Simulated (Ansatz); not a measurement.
# [SiH3]− (SMILES [SiH3-]): the energy, rung by rung

[SiH3]− has 4 atoms, charge -1, and is taken as a singlet. SMILES: `[SiH3-]`. The shape is that of a PBE0-D4/def2-TZVPD optimisation.

```xyz
4

Si    0.5397   -0.0507   -0.3009
H     0.4266    0.6223    1.0859
H    -0.2985   -1.2837    0.1068
H    -0.6678    0.7122   -0.8918
```

Each level gives the energy change with the Si1–H2 bond stretched from 1.546 to 3.864 Å (eV). The values are calculated.

| level | kind | program | value (eV) | less FCI/3-21G | CPU time (all runs) |
| --- | --- | --- | --- | --- | --- |
| HF/3-21G (restricted) | Hartree–Fock | Ansatz | 4.06 | +1.30 | 0.19 s |
| PBE/3-21G (restricted) | GGA | Ansatz | 3.08 | +0.32 | 0.94 s |
| PBE0/3-21G (restricted) | global hybrid | Ansatz | 3.52 | +0.76 | 0.88 s |
| wB97X/3-21G (restricted) | range-separated hybrid | Ansatz | 4.02 | +1.26 | 4 s |
| B2PLYP/3-21G (restricted) | double hybrid | Ansatz | 3.32 | +0.56 | 1.3 s |
| RPA@PBE/3-21G (restricted) | RPA | Ansatz | 2.54 | -0.22 | 1.3 s |
| BCCD(T)/3-21G (restricted) | coupled cluster or CI | Ansatz | 2.75 | -0.01 | 0.31 s |
| CCSD/3-21G (restricted) | coupled cluster or CI | Ansatz | 2.88 | +0.12 | 0.25 s |
| FCI/3-21G | exact in the basis | Ansatz | 2.76 | 0.00 | 5.2 s |

FCI/3-21G is exact within its basis and frozen core, so for wave-function methods in that basis the difference is their error; functionals converge differently with the basis, so for them it is only a difference. Spin-restricted single references rise too steeply as a bond breaks, Hartree–Fock most of all. Sets without diffuse functions describe the anion poorly. The first shape isn't each level's own minimum. The values span 2.54 to 4.06 eV. All rows use very small basis sets, so even the best lies far from the true value. Times are those of the runs behind each value, whatever else they computed, on shared processors of several kinds: orders of magnitude only.
